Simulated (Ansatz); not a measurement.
Geometry optimisation, RKS PBE0-D4/cc-pVDZ in Ansatz 0.2.0.

Input:

```yaml
crystal:
  periodic: [false, false, false]
  atoms:
    - { symbol: B, position_ang: [0.041992, 0.124819, 0.180127] }
    - { symbol: C, position_ang: [-0.04423, 0.162267, 1.763414] }
    - { symbol: H, position_ang: [-0.982119, -0.210024, 2.204304] }
    - { symbol: H, position_ang: [0.798306, -0.40018, 2.198501] }
    - { symbol: H, position_ang: [0.089325, 1.208631, 2.099214] }
    - { symbol: H, position_ang: [1.086292, 0.360224, -0.384587] }
    - { symbol: O, position_ang: [-1.009615, -0.08695, -0.654403] }
    - { symbol: H, position_ang: [-1.822389, -0.261101, -0.161099] }
    - { symbol: H, position_ang: [-0.283134, -2.229556, 0.505558] }
    - { symbol: H, position_ang: [-0.146127, -2.08683, 1.19537] }
basis:
  gaussian: { orbitals: cc-pVDZ }
hamiltonian:
  xc: pbe0
  dispersion: d4
relax:
  f_tol: 0.03
  max_steps: 50
output:
  orbitals: {}
```

Run as:

```bash
$ ansatz run input.yaml --threads 1 --pin off --max-ram 2048MiB --backend cpu --events-out ev --progress --plain --runs-dir out
```

Q: Where does it end, and by what steps?

A: The forces met the threshold. The force dipped under the threshold on the way, but the program's further checks kept it going. After 42 steps the energy has fallen by 0.271 eV; H10 moved furthest, 2.80 Å.

| step | energy less start (eV) | largest force component (eV/Å) | accepted |
| --- | --- | --- | --- |
| 0 | 0.0000 | 1.638 | yes |
| 2 | -0.2028 | 0.116 | yes |
| 4 | -0.2267 | 0.354 | yes |
| 6 | -0.2396 | 0.180 | yes |
| 8 | -0.2337 | 0.668 | no |
| 10 | -0.2461 | 0.041 | yes |
| 12 | -0.2445 | 0.204 | no |
| 14 | -0.2473 | 0.093 | yes |
| 16 | -0.2494 | 0.118 | yes |
| 18 | -0.2514 | 0.125 | yes |
| 20 | -0.2522 | 0.177 | no |
| 22 | -0.2550 | 0.025 | yes |
| 24 | -0.2567 | 0.182 | yes |
| 26 | -0.2592 | 0.051 | yes |
| 28 | -0.2602 | 0.245 | no |
| 30 | -0.2636 | 0.127 | yes |
| 32 | -0.2660 | 0.136 | yes |
| 34 | -0.2661 | 0.273 | no |
| 36 | -0.2684 | 0.026 | yes |
| 38 | -0.2689 | 0.207 | no |
| 40 | -0.2702 | 0.121 | yes |
| 42 | -0.2708 | 0.004 | yes |

```xyz
10
Properties=species:S:1:pos:R:3
B 0.219 0.103 0.682
C -0.028 1.148 1.824
H -0.931 0.968 2.432
H 0.843 1.170 2.502
H -0.095 2.164 1.399
H 1.164 0.189 -0.071
O -0.588 -0.966 0.452
H -1.330 -1.002 1.070
H -0.701 -3.236 -0.563
H -0.825 -3.957 -0.781
```

The run took 100 s on 1 thread of Arm Neoverse V1 (shared host), peak memory 0.13 GiB.
